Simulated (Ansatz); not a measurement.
Born–Oppenheimer molecular dynamics of BFH2O (5 atoms, charge 0, multiplicity 1). It starts from a relaxed structure.

All numbers below come from RKS B3LYP/6-31G* in Ansatz 0.2.0.

```yaml
ensemble: NVE (velocity Verlet)
time_step: 0.25 fs
steps_asked: 250
starting_velocities_drawn_for: 50 K
masses: H 10 u
seed: 116552
```

Frames 5 fs apart, positions in Å, forces in eV/Å.

Velocities at 2.5 fs (Å/ps):

```
B -2.41 3.32 -1.68
F 0.19 -0.82 0.01
H 1.48 -0.66 0.66
O 0.25 -1.50 0.59
H 0.36 1.02 0.18
```

```xyz
5
Properties=species:S:1:pos:R:3:forces:R:3 time_fs=2.5 energy_less_start_eV=0.003 T=42
B 0.008 -0.057 -0.062 0.40 -0.09 0.33
F -0.070 -0.140 1.276 -0.03 0.06 -0.16
H 1.051 0.223 -0.570 -0.11 0.03 0.01
O -1.065 -0.325 -0.825 -0.16 0.04 -0.23
H -1.846 -0.544 -0.296 -0.09 -0.04 0.06
5
Properties=species:S:1:pos:R:3:forces:R:3 time_fs=7.5 energy_less_start_eV=0.013 T=17
B 0.002 -0.043 -0.065 0.61 -0.33 0.48
F -0.070 -0.143 1.274 -0.07 0.16 -0.24
H 1.056 0.220 -0.567 -0.22 0.10 0.00
O -1.065 -0.332 -0.825 -0.16 0.15 -0.35
H -1.845 -0.539 -0.294 -0.17 -0.08 0.11
5
Properties=species:S:1:pos:R:3:forces:R:3 time_fs=12.5 energy_less_start_eV=0.013 T=16
B 0.008 -0.035 -0.059 0.01 -0.58 -0.10
F -0.070 -0.145 1.270 -0.06 0.19 0.06
H 1.057 0.220 -0.564 -0.10 0.16 -0.04
O -1.067 -0.337 -0.829 0.15 0.29 0.08
H -1.849 -0.537 -0.289 -0.01 -0.05 0.00
5
Properties=species:S:1:pos:R:3:forces:R:3 time_fs=17.5 energy_less_start_eV=0.015 T=12
B 0.015 -0.040 -0.055 -0.40 -0.57 -0.49
F -0.071 -0.144 1.267 -0.04 0.14 0.33
H 1.055 0.223 -0.561 0.02 0.15 -0.08
O -1.067 -0.337 -0.832 0.18 0.27 0.41
H -1.852 -0.535 -0.285 0.23 0.01 -0.16
5
Properties=species:S:1:pos:R:3:forces:R:3 time_fs=22.5 energy_less_start_eV=0.004 T=40
B 0.014 -0.057 -0.061 -0.08 -0.20 -0.11
F -0.072 -0.142 1.267 -0.03 0.06 0.17
H 1.054 0.230 -0.561 -0.01 0.04 -0.08
O -1.065 -0.334 -0.829 -0.11 0.09 0.17
H -1.851 -0.534 -0.284 0.22 0.01 -0.16
5
Properties=species:S:1:pos:R:3:forces:R:3 time_fs=27.5 energy_less_start_eV=0.006 T=35
B 0.013 -0.078 -0.068 0.41 0.27 0.48
F -0.074 -0.139 1.270 0.00 -0.04 -0.12
H 1.052 0.237 -0.562 -0.09 -0.10 -0.06
O -1.065 -0.329 -0.825 -0.22 -0.06 -0.35
H -1.845 -0.532 -0.287 -0.10 -0.06 0.05
5
Properties=species:S:1:pos:R:3:forces:R:3 time_fs=32.5 energy_less_start_eV=0.012 T=20
B 0.018 -0.094 -0.066 0.18 0.51 0.36
F -0.075 -0.136 1.271 0.04 -0.13 -0.11
H 1.048 0.243 -0.565 -0.04 -0.19 -0.04
O -1.067 -0.325 -0.824 0.14 -0.08 -0.39
H -1.841 -0.532 -0.288 -0.32 -0.10 0.19
5
Properties=species:S:1:pos:R:3:forces:R:3 time_fs=37.5 energy_less_start_eV=0.014 T=14
B 0.027 -0.099 -0.058 -0.42 0.49 -0.25
F -0.076 -0.135 1.271 0.07 -0.17 0.14
H 1.043 0.244 -0.570 0.10 -0.19 -0.02
O -1.067 -0.322 -0.829 0.31 -0.11 0.14
H -1.843 -0.534 -0.286 -0.06 -0.02 0.00
5
Properties=species:S:1:pos:R:3:forces:R:3 time_fs=42.5 energy_less_start_eV=0.014 T=14
B 0.028 -0.093 -0.054 -0.51 0.38 -0.42
F -0.077 -0.136 1.273 0.07 -0.14 0.19
H 1.041 0.240 -0.574 0.15 -0.14 0.01
O -1.064 -0.321 -0.833 -0.01 -0.17 0.47
H -1.847 -0.537 -0.284 0.29 0.07 -0.26
5
Properties=species:S:1:pos:R:3:forces:R:3 time_fs=47.5 energy_less_start_eV=0.003 T=41
B 0.019 -0.078 -0.058 0.00 0.21 0.05
F -0.076 -0.139 1.277 0.05 -0.05 -0.09
H 1.042 0.233 -0.578 0.05 -0.07 0.05
O -1.060 -0.323 -0.830 -0.30 -0.13 0.16
H -1.844 -0.538 -0.287 0.19 0.04 -0.18
5
Properties=species:S:1:pos:R:3:forces:R:3 time_fs=52.5 energy_less_start_eV=0.006 T=36
B 0.009 -0.059 -0.061 0.41 -0.05 0.42
F -0.075 -0.142 1.280 0.03 0.07 -0.30
H 1.044 0.225 -0.581 -0.06 0.02 0.08
O -1.061 -0.326 -0.824 -0.09 0.06 -0.36
H -1.838 -0.538 -0.295 -0.29 -0.10 0.16
5
Properties=species:S:1:pos:R:3:forces:R:3 time_fs=57.5 energy_less_start_eV=0.011 T=22
B 0.008 -0.042 -0.056 0.23 -0.40 0.12
F -0.073 -0.144 1.279 0.01 0.16 -0.15
H 1.045 0.217 -0.582 -0.05 0.13 0.09
O -1.062 -0.328 -0.824 0.24 0.24 -0.33
H -1.838 -0.540 -0.298 -0.42 -0.14 0.27
```

Of the whole run (62 fs, mean temperature of the second half 24 K): The conserved energy stayed within 0.0014 meV per atom of its start (net change 0.0008 meV per atom), so the integration is sound. Over the second half the temperature averaged 0.48 of the 50 K drawn at the start: a run that starts near a minimum puts about half its kinetic energy into the potential. A run of 0.062 ps of so small a system gives no equilibrium averages.

Run time: 3.5 min on 1 thread of Arm Neoverse V1 (shared host), peak memory 0.086 GiB.
